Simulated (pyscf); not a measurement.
Single points on ωB97X-D3(BJ)/def2-SVP structures (PySCF, gas phase). MP2 and CC: frozen core, UHF for open shells. ΔMP2 is the change of the MP2 total energy from the triple- to the quadruple-zeta basis.

Task: How much does it cost (ΔH, 298 K, CCSD(T)/def2-TZVPP + ΔMP2(QZVPP)) to split F–AlH–Cl (SMILES [F][AlH][Cl]) at its Al–F bond into F• + [HAl–Cl]•?

Result: Al–F to F• + [HAl–Cl]•: 157.4 kcal/mol. The radicals are drawn with the spin at the cut bond; how far it spreads was not checked. The CCSD(T) − MP2 part came from Ansatz, without density fitting, on the same reference. Left out: the spin-orbit lowering of F.
